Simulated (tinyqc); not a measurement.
Inside a calculation (part 1 of 2). Method: ROHF in the sto-3g basis, for BH2, spin multiplicity 2. Computed by tinyqc, a small Python program that keeps every step (integrals from PySCF). Settings: charge = 0, multiplicity = 2, basis = sto-3g, energy threshold = 1e-08, iteration cap = 79, orthogonalisation = symmetric, start = Wolfsberg-Helmholz matrix, DIIS depth = 0, method = ROHF. Command: `OMP_NUM_THREADS=1 python tinyqc.py 24095 24096 out.jsonl` (the two numbers bound the seeds that draw the settings). One thread of a shared host (Intel(R) Xeon(R) Processor @ 2.60GHz), about 0.06 s of CPU time with the checks. Later iterations appear only in the table of the cycle.

## One-electron integrals

Geometry (angstrom):
```
atom         x          y         z
B     0.000000   0.000000  0.000000
H     0.000000   1.028000  0.412000
H     0.000000  -1.028000  0.412000
```

Basis sto-3g: exponents (1/bohr^2) and contraction coefficients of normalised primitives:
```
element  l (shell)   exponent  coefficient
B            s (1)  48.791113     0.154329
B            s (1)   8.887362     0.535328
B            s (1)   2.405267     0.444635
B            s (2)   2.236956    -0.099967
B            s (2)   0.519821     0.399513
B            s (2)   0.169062     0.700115
B            p (3)   2.236956     0.155916
B            p (3)   0.519821     0.607684
B            p (3)   0.169062     0.391957
H            s (1)   3.425251     0.154329
H            s (1)   0.623914     0.535328
H            s (1)   0.168855     0.444635
```

Overlap, kinetic and nuclear-attraction integrals over the contracted functions; the nuclear repulsion is the sum of Za Zb / Rab.

nuclear repulsion = 5.03556074 hartree

overlap S:
```
           1B 1s     1B 2s    1B 2px     1B 2py    1B 2pz     2H 1s      3H 1s
1B 1s   1.000000  0.269328  0.000000   0.000000  0.000000  0.080307   0.080307
1B 2s   0.269328  1.000000  0.000000   0.000000  0.000000  0.519197   0.519197
1B 2px  0.000000  0.000000  1.000000   0.000000  0.000000  0.000000   0.000000
1B 2py  0.000000  0.000000  0.000000   1.000000  0.000000  0.477587  -0.477587
1B 2pz  0.000000  0.000000  0.000000   0.000000  1.000000  0.191407   0.191407
2H 1s   0.080307  0.519197  0.000000   0.477587  0.191407  1.000000   0.108672
3H 1s   0.080307  0.519197  0.000000  -0.477587  0.191407  0.108672   1.000000
```

kinetic energy T (hartree):
```
            1B 1s      1B 2s    1B 2px     1B 2py    1B 2pz      2H 1s      3H 1s
1B 1s   10.826302  -0.047967  0.000000   0.000000  0.000000  -0.012112  -0.012112
1B 2s   -0.047967   0.359168  0.000000   0.000000  0.000000   0.110433   0.110433
1B 2px   0.000000   0.000000  1.123881   0.000000  0.000000   0.000000   0.000000
1B 2py   0.000000   0.000000  0.000000   1.123881  0.000000   0.253810  -0.253810
1B 2pz   0.000000   0.000000  0.000000   0.000000  1.123881   0.101722   0.101722
2H 1s   -0.012112   0.110433  0.000000   0.253810  0.101722   0.760032  -0.010684
3H 1s   -0.012112   0.110433  0.000000  -0.253810  0.101722  -0.010684   0.760032
```

nuclear attraction V (hartree):
```
             1B 1s      1B 2s     1B 2px     1B 2py     1B 2pz      2H 1s      3H 1s
1B 1s   -24.103024  -3.396741   0.000000   0.000000  -0.015963  -1.026115  -1.026115
1B 2s    -3.396741  -4.680963   0.000000   0.000000  -0.132007  -2.205482  -2.205482
1B 2px    0.000000   0.000000  -4.559914   0.000000   0.000000   0.000000   0.000000
1B 2py    0.000000   0.000000   0.000000  -4.795369   0.000000  -1.928366   1.928366
1B 2pz   -0.015963  -0.132007   0.000000   0.000000  -4.597733  -0.799948  -0.799948
2H 1s    -1.026115  -2.205482   0.000000  -1.928366  -0.799948  -3.824928  -0.467503
3H 1s    -1.026115  -2.205482   0.000000   1.928366  -0.799948  -0.467503  -3.824928
```

core Hamiltonian H = T + V (hartree):
```
             1B 1s      1B 2s     1B 2px     1B 2py     1B 2pz      2H 1s      3H 1s
1B 1s   -13.276722  -3.444709   0.000000   0.000000  -0.015963  -1.038228  -1.038228
1B 2s    -3.444709  -4.321795   0.000000   0.000000  -0.132007  -2.095049  -2.095049
1B 2px    0.000000   0.000000  -3.436033   0.000000   0.000000   0.000000   0.000000
1B 2py    0.000000   0.000000   0.000000  -3.671489   0.000000  -1.674555   1.674555
1B 2pz   -0.015963  -0.132007   0.000000   0.000000  -3.473853  -0.698226  -0.698226
2H 1s    -1.038228  -2.095049   0.000000  -1.674555  -0.698226  -3.064896  -0.478187
3H 1s    -1.038228  -2.095049   0.000000   1.674555  -0.698226  -0.478187  -3.064896
```

## Two-electron integrals

Functions are numbered as in S; the eight-fold symmetry (ij|kl) = (ji|kl) = (kl|ij) leaves the list below.

Two-electron integrals (ij|kl) in chemists' order, unique and non-zero (hartree):
```
(11|11) 2.923513    (21|11) 0.518376    (21|21) 0.109262    (22|11) 0.744229
(22|21) 0.193177    (22|22) 0.544804    (31|31) 0.020264    (32|31) 0.029996
(32|32) 0.120346    (33|11) 0.742491    (33|21) 0.193240    (33|22) 0.544682
(33|33) 0.586773    (41|41) 0.020264    (42|41) 0.029996    (42|42) 0.120346
(43|43) 0.031630    (44|11) 0.742491    (44|21) 0.193240    (44|22) 0.544682
(44|33) 0.523513    (44|44) 0.586773    (51|51) 0.020264    (52|51) 0.029996
(52|52) 0.120346    (53|53) 0.031630    (54|54) 0.031630    (55|11) 0.742491
(55|21) 0.193240    (55|22) 0.544682    (55|33) 0.523513    (55|44) 0.523513
(55|55) 0.586773    (61|11) 0.154901    (61|21) 0.032489    (61|22) 0.057464
(61|33) 0.057181    (61|41) 0.002235    (61|42) 0.004048    (61|44) 0.057941
(61|51) 0.000896    (61|52) 0.001622    (61|54) 0.000305    (61|55) 0.057303
(61|61) 0.009978    (62|11) 0.322198    (62|21) 0.084641    (62|22) 0.256742
(62|33) 0.249937    (62|41) 0.008659    (62|42) 0.049301    (62|44) 0.267333
(62|51) 0.003470    (62|52) 0.019759    (62|54) 0.006972    (62|55) 0.252731
(62|61) 0.026762    (62|62) 0.157226    (63|31) 0.009144    (63|32) 0.040870
(63|43) 0.009620    (63|53) 0.003856    (63|63) 0.019051    (64|11) 0.262882
(64|21) 0.070062    (64|22) 0.224308    (64|33) 0.212325    (64|41) 0.015438
(64|42) 0.080789    (64|44) 0.245764    (64|51) 0.002523    (64|52) 0.015998
(64|54) 0.009546    (64|55) 0.214606    (64|61) 0.023424    (64|62) 0.161558
(64|64) 0.181669    (65|11) 0.105357    (65|21) 0.028079    (65|22) 0.089898
(65|33) 0.085095    (65|41) 0.002523    (65|42) 0.015998    (65|44) 0.090786
(65|51) 0.010155    (65|52) 0.047282    (65|54) 0.011901    (65|55) 0.093720
(65|61) 0.009388    (65|62) 0.064749    (65|64) 0.065174    (65|65) 0.045171
(66|11) 0.467190    (66|21) 0.125076    (66|22) 0.424394    (66|33) 0.398993
(66|41) 0.017045    (66|42) 0.123402    (66|44) 0.464304    (66|51) 0.006831
(66|52) 0.049457    (66|54) 0.026175    (66|55) 0.409483    (66|61) 0.040584
(66|62) 0.317821    (66|64) 0.357438    (66|65) 0.143253    (66|66) 0.774606
(71|11) 0.154901    (71|21) 0.032489    (71|22) 0.057464    (71|33) 0.057181
(71|41) -0.002235   (71|42) -0.004048   (71|44) 0.057941    (71|51) 0.000896
(71|52) 0.001622    (71|54) -0.000305   (71|55) 0.057303    (71|61) 0.009450
(71|62) 0.024193    (71|64) 0.018951    (71|65) 0.008490    (71|66) 0.035272
(71|71) 0.009978    (72|11) 0.322198    (72|21) 0.084641    (72|22) 0.256742
(72|33) 0.249937    (72|41) -0.008659   (72|42) -0.049301   (72|44) 0.267333
(72|51) 0.003470    (72|52) 0.019759    (72|54) -0.006972   (72|55) 0.252731
(72|61) 0.024193    (72|62) 0.106015    (72|64) 0.079731    (72|65) 0.042499
(72|66) 0.165519    (72|71) 0.026762    (72|72) 0.157226    (73|31) 0.009144
(73|32) 0.040870    (73|43) -0.009620   (73|53) 0.003856    (73|63) 0.011714
(73|73) 0.019051    (74|11) -0.262882   (74|21) -0.070062   (74|22) -0.224308
(74|33) -0.212325   (74|41) 0.015438    (74|42) 0.080789    (74|44) -0.245764
(74|51) -0.002523   (74|52) -0.015998   (74|54) 0.009546    (74|55) -0.214606
(74|61) -0.018951   (74|62) -0.079731   (74|64) -0.049933   (74|65) -0.031321
(74|66) -0.116064   (74|71) -0.023424   (74|72) -0.161558   (74|74) 0.181669
(75|11) 0.105357    (75|21) 0.028079    (75|22) 0.089898    (75|33) 0.085095
(75|41) -0.002523   (75|42) -0.015998   (75|44) 0.090786    (75|51) 0.010155
(75|52) 0.047282    (75|54) -0.011901   (75|55) 0.093720    (75|61) 0.008490
(75|62) 0.042499    (75|64) 0.031321    (75|65) 0.028364    (75|66) 0.069791
(75|71) 0.009388    (75|72) 0.064749    (75|74) -0.065174   (75|75) 0.045171
(76|11) 0.069203    (76|21) 0.018081    (76|22) 0.054206    (76|33) 0.052973
(76|44) 0.055140    (76|51) 0.001301    (76|52) 0.007170    (76|55) 0.054463
(76|61) 0.005465    (76|62) 0.027826    (76|64) 0.024934    (76|65) 0.012526
(76|66) 0.050172    (76|71) 0.005465    (76|72) 0.027826    (76|74) -0.024934
(76|75) 0.012526    (76|76) 0.006035    (77|11) 0.467190    (77|21) 0.125076
(77|22) 0.424394    (77|33) 0.398993    (77|41) -0.017045   (77|42) -0.123402
(77|44) 0.464304    (77|51) 0.006831    (77|52) 0.049457    (77|54) -0.026175
(77|55) 0.409483    (77|61) 0.035272    (77|62) 0.165519    (77|64) 0.116064
(77|65) 0.069791    (77|66) 0.256677    (77|71) 0.040584    (77|72) 0.317821
(77|74) -0.357438   (77|75) 0.143253    (77|76) 0.050172    (77|77) 0.774606
```

## Orthogonalisation

S = U s U^T; symmetric (Loewdin) form X = U s^(-1/2) U^T, so that X^T S X = 1.

eigenvalues of S: 0.253299  0.268072  0.879115  1.000000  1.064588  1.623257  1.911670

X:
```
            1B 1s      1B 2s    1B 2px     1B 2py     1B 2pz      2H 1s      3H 1s
1B 1s    1.031842  -0.169931  0.000000   0.000000  -0.010323   0.026379   0.026379
1B 2s   -0.169931   1.373792  0.000000   0.000000   0.124466  -0.402861  -0.402861
1B 2px   0.000000   0.000000  1.000000   0.000000   0.000000   0.000000   0.000000
1B 2py   0.000000   0.000000  0.000000   1.312178   0.000000  -0.404052   0.404052
1B 2pz  -0.010323   0.124466  0.000000   0.000000   1.044902  -0.145841  -0.145841
2H 1s    0.026379  -0.402861  0.000000  -0.404052  -0.145841   1.349753  -0.054365
3H 1s    0.026379  -0.402861  0.000000   0.404052  -0.145841  -0.054365   1.349753
```

## Starting guess

The start is the generalised Wolfsberg-Helmholz matrix (K = 1.75) built on H; D(s) = C_occ C_occ^T for each spin.

D(alpha) at the start:
```
            1B 1s      1B 2s    1B 2px     1B 2py     1B 2pz      2H 1s      3H 1s
1B 1s    1.032996  -0.091788  0.000000   0.000000   0.064585  -0.104872  -0.104872
1B 2s   -0.091788   0.399047  0.000000   0.000000  -0.208001   0.194158   0.194158
1B 2px   0.000000   0.000000  0.000000   0.000000   0.000000   0.000000   0.000000
1B 2py   0.000000   0.000000  0.000000   0.415687   0.000000   0.208385  -0.208385
1B 2pz   0.064585  -0.208001  0.000000   0.000000   0.937397   0.045401   0.045401
2H 1s   -0.104872   0.194158  0.000000   0.208385   0.045401   0.228805   0.019876
3H 1s   -0.104872   0.194158  0.000000  -0.208385   0.045401   0.019876   0.228805
```

D(beta) at the start:
```
            1B 1s      1B 2s    1B 2px     1B 2py     1B 2pz      2H 1s      3H 1s
1B 1s    1.020495  -0.055052  0.000000   0.000000  -0.041480  -0.102226  -0.102226
1B 2s   -0.055052   0.291087  0.000000   0.000000   0.103707   0.186381   0.186381
1B 2px   0.000000   0.000000  0.000000   0.000000   0.000000   0.000000   0.000000
1B 2py   0.000000   0.000000  0.000000   0.415687   0.000000   0.208385  -0.208385
1B 2pz  -0.041480   0.103707  0.000000   0.000000   0.037421   0.067853   0.067853
2H 1s   -0.102226   0.186381  0.000000   0.208385   0.067853   0.228245   0.019316
3H 1s   -0.102226   0.186381  0.000000  -0.208385   0.067853   0.019316   0.228245
```

## Iteration 1: building the Fock matrix

J_ij = sum D_kl (ij|kl) with D = D(alpha) + D(beta), K_ij = sum D_kl (ik|jl) for each spin; F = H + J - K(s); E = tr D H + tr D J / 2 - 0.5 sum_s tr D(s) K(s) + E_nn.

Coulomb J (hartree):
```
           1B 1s     1B 2s    1B 2px     1B 2py    1B 2pz     2H 1s      3H 1s
1B 1s   8.986445  1.861932  0.000000   0.000000  0.014372  0.557140   0.557140
1B 2s   1.861932  3.981376  0.000000   0.000000  0.098876  1.906370   1.906370
1B 2px  0.000000  0.000000  3.883878   0.000000  0.000000  0.000000   0.000000
1B 2py  0.000000  0.000000  0.000000   4.080512  0.000000  1.683717  -1.683717
1B 2pz  0.014372  0.098876  0.000000   0.000000  3.967111  0.697250   0.697250
2H 1s   0.557140  1.906370  0.000000   1.683717  0.697250  3.245368   0.403110
3H 1s   0.557140  1.906370  0.000000  -1.683717  0.697250  0.403110   3.245368
```

exchange K(alpha) (hartree):
```
           1B 1s      1B 2s    1B 2px     1B 2py     1B 2pz     2H 1s      3H 1s
1B 1s   2.963054   0.574569  0.000000   0.000000   0.004014  0.173877   0.173877
1B 2s   0.574569   0.742379  0.000000   0.000000  -0.019810  0.436797   0.436797
1B 2px  0.000000   0.000000  0.152055   0.000000   0.000000  0.000000   0.000000
1B 2py  0.000000   0.000000  0.000000   0.681016   0.000000  0.377646  -0.377646
1B 2pz  0.004014  -0.019810  0.000000   0.000000   0.707835  0.145398   0.145398
2H 1s   0.173877   0.436797  0.000000   0.377646   0.145398  0.618167   0.101084
3H 1s   0.173877   0.436797  0.000000  -0.377646   0.145398  0.101084   0.618167
```

exchange K(beta) (hartree):
```
            1B 1s     1B 2s    1B 2px     1B 2py     1B 2pz     2H 1s      3H 1s
1B 1s    2.935250  0.551430  0.000000   0.000000  -0.004194  0.165755   0.165755
1B 2s    0.551430  0.582470  0.000000   0.000000   0.175619  0.400493   0.400493
1B 2px   0.000000  0.000000  0.111684   0.000000   0.000000  0.000000   0.000000
1B 2py   0.000000  0.000000  0.000000   0.639868   0.000000  0.368586  -0.368586
1B 2pz  -0.004194  0.175619  0.000000   0.000000   0.175683  0.156184   0.156184
2H 1s    0.165755  0.400493  0.000000   0.368586   0.156184  0.602124   0.091166
3H 1s    0.165755  0.400493  0.000000  -0.368586   0.156184  0.091166   0.602124
```

F(alpha) (hartree):
```
            1B 1s      1B 2s    1B 2px     1B 2py     1B 2pz      2H 1s      3H 1s
1B 1s   -7.253331  -2.157346  0.000000   0.000000  -0.005605  -0.654965  -0.654965
1B 2s   -2.157346  -1.082798  0.000000   0.000000  -0.013321  -0.625475  -0.625475
1B 2px   0.000000   0.000000  0.295790   0.000000   0.000000   0.000000   0.000000
1B 2py   0.000000   0.000000  0.000000  -0.271992   0.000000  -0.368484   0.368484
1B 2pz  -0.005605  -0.013321  0.000000   0.000000  -0.214577  -0.146373  -0.146373
2H 1s   -0.654965  -0.625475  0.000000  -0.368484  -0.146373  -0.437695  -0.176162
3H 1s   -0.654965  -0.625475  0.000000   0.368484  -0.146373  -0.176162  -0.437695
```

F(beta) (hartree):
```
            1B 1s      1B 2s    1B 2px     1B 2py     1B 2pz      2H 1s      3H 1s
1B 1s   -7.225527  -2.134207  0.000000   0.000000   0.002604  -0.646843  -0.646843
1B 2s   -2.134207  -0.922889  0.000000   0.000000  -0.208750  -0.589172  -0.589172
1B 2px   0.000000   0.000000  0.336161   0.000000   0.000000   0.000000   0.000000
1B 2py   0.000000   0.000000  0.000000  -0.230844   0.000000  -0.359424   0.359424
1B 2pz   0.002604  -0.208750  0.000000   0.000000   0.317575  -0.157160  -0.157160
2H 1s   -0.646843  -0.589172  0.000000  -0.359424  -0.157160  -0.421652  -0.166243
3H 1s   -0.646843  -0.589172  0.000000   0.359424  -0.157160  -0.166243  -0.421652
```

total energy of this density = -25.34615455 hartree

## Iteration 1: Roothaan effective Fock matrix

With projectors Pc = D(beta) S, Po = (D(alpha) - D(beta)) S, Pv = 1 - D(alpha) S, the block xy is Px^T F Py; with Fc = (F(alpha) + F(beta))/2, the blocks are Fc for cc, oo, vv and cv, F(beta) for co and F(alpha) for ov.

effective F (hartree):
```
            1B 1s      1B 2s    1B 2px     1B 2py     1B 2pz      2H 1s      3H 1s
1B 1s   -7.239634  -2.144317  0.000000   0.000000  -0.006530  -0.651150  -0.651150
1B 2s   -2.144317  -0.994891  0.000000   0.000000  -0.121193  -0.602624  -0.602624
1B 2px   0.000000   0.000000  0.315975   0.000000   0.000000   0.000000   0.000000
1B 2py   0.000000   0.000000  0.000000  -0.251418   0.000000  -0.363954   0.363954
1B 2pz  -0.006530  -0.121193  0.000000   0.000000   0.043312  -0.165184  -0.165184
2H 1s   -0.651150  -0.602624  0.000000  -0.363954  -0.165184  -0.429494  -0.171023
3H 1s   -0.651150  -0.602624  0.000000   0.363954  -0.165184  -0.171023  -0.429494
```

## Iteration 1: diagonalisation and new density

Diagonalise F' = X^T F X, C = X C', fill 4 alpha and 3 beta electrons from the bottom; D(s) = C_occ C_occ^T. Each column has its largest component positive (the first on a tie).

F' = X^T F X (hartree):
```
           1          2         3          4          5          6          7
1  -7.045798  -1.165214  0.000000   0.000000  -0.009307  -0.109479  -0.109479
2  -1.165214  -0.132055  0.000000   0.000000   0.062621  -0.455560  -0.455560
3   0.000000   0.000000  0.315975   0.000000   0.000000   0.000000   0.000000
4   0.000000   0.000000  0.000000   0.254567   0.000000  -0.509466   0.509466
5  -0.009307   0.062621  0.000000   0.000000   0.120211  -0.189094  -0.189094
6  -0.109479  -0.455560  0.000000  -0.509466  -0.189094   0.125971  -0.108287
7  -0.109479  -0.455560  0.000000   0.509466  -0.189094  -0.108287   0.125971
```

orbital energies (hartree): MO1 -7.246067, MO2 -0.599645, MO3 -0.476152, MO4 0.063493, MO5 0.315975, MO6 0.742261, MO7 0.964977

coefficients C:
```
              MO1        MO2        MO3        MO4       MO5        MO6        MO7
1B 1s    0.990426  -0.221500   0.000000   0.126229  0.000000  -0.221659   0.000000
1B 2s    0.038546   0.514349   0.000000  -0.501389  0.000000   1.318648   0.000000
1B 2px   0.000000   0.000000   0.000000   0.000000  1.000000   0.000000   0.000000
1B 2py   0.000000   0.000000   0.514400   0.000000  0.000000   0.000000   1.335560
1B 2pz   0.004157   0.153196   0.000000   0.879941  0.000000   0.593443   0.000000
2H 1s   -0.007841   0.373050   0.423300   0.118934  0.000000  -0.932686  -0.984809
3H 1s   -0.007841   0.373050  -0.423300   0.118934  0.000000  -0.932686   0.984809
```

D(alpha) after iteration 1:
```
            1B 1s      1B 2s    1B 2px     1B 2py     1B 2pz      2H 1s      3H 1s
1B 1s    1.045939  -0.139041  0.000000   0.000000   0.081258  -0.075384  -0.075384
1B 2s   -0.139041   0.517432  0.000000   0.000000  -0.362236   0.131943   0.131943
1B 2px   0.000000   0.000000  0.000000   0.000000   0.000000   0.000000   0.000000
1B 2py   0.000000   0.000000  0.000000   0.264607   0.000000   0.217746  -0.217746
1B 2pz   0.081258  -0.362236  0.000000   0.000000   0.797782   0.161772   0.161772
2H 1s   -0.075384   0.131943  0.000000   0.217746   0.161772   0.332556  -0.025810
3H 1s   -0.075384   0.131943  0.000000  -0.217746   0.161772  -0.025810   0.332556
```

D(beta) after iteration 1:
```
            1B 1s      1B 2s    1B 2px     1B 2py     1B 2pz      2H 1s      3H 1s
1B 1s    1.030006  -0.075751  0.000000   0.000000  -0.029816  -0.090397  -0.090397
1B 2s   -0.075751   0.266041  0.000000   0.000000   0.078957   0.191576   0.191576
1B 2px   0.000000   0.000000  0.000000   0.000000   0.000000   0.000000   0.000000
1B 2py   0.000000   0.000000  0.000000   0.264607   0.000000   0.217746  -0.217746
1B 2pz  -0.029816   0.078957  0.000000   0.000000   0.023486   0.057117   0.057117
2H 1s   -0.090397   0.191576  0.000000   0.217746   0.057117   0.318411  -0.039955
3H 1s   -0.090397   0.191576  0.000000  -0.217746   0.057117  -0.039955   0.318411
```
